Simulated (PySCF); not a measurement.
## Shapes and spin states of [P3]+

All numbers come from PBE0 in PySCF with P def2-TZVP; no relativity; density-fitted integrals.

Relaxations began from a few typed shapes and spin states; open shells are unrestricted. The search is not exhaustive: other isomers or separated fragments can lie lower, and high-lying points may rest on an excited occupation.

Problem. Which is the lowest minimum found?
A. triplet C2v: P–P 2.042 Å (×2), P–P 2.494 Å; P–P–P 52.4° (×2), P–P–P 75.3°
B. triplet D∞h: P–P 1.973 Å (×2); P–P–P 180.0°
C. singlet D3h: P–P 2.091 Å (×3); P–P–P 60.0° (×3)
D. broken-symmetry Ms = 0 (⟨S²⟩ 1.08) D∞h: P–P 1.967 Å (×2); P–P–P 180.0°

Solution. C. The others lie at 174.1 (triplet C2v), 195.8 (triplet D∞h), 224.3 (broken-symmetry Ms = 0 D∞h) kJ/mol above it.

The electron or spin density has lower symmetry than the nuclear frame for the broken-symmetry Ms = 0 (⟨S²⟩ 1.08) D∞h at 224.3 kJ/mol.
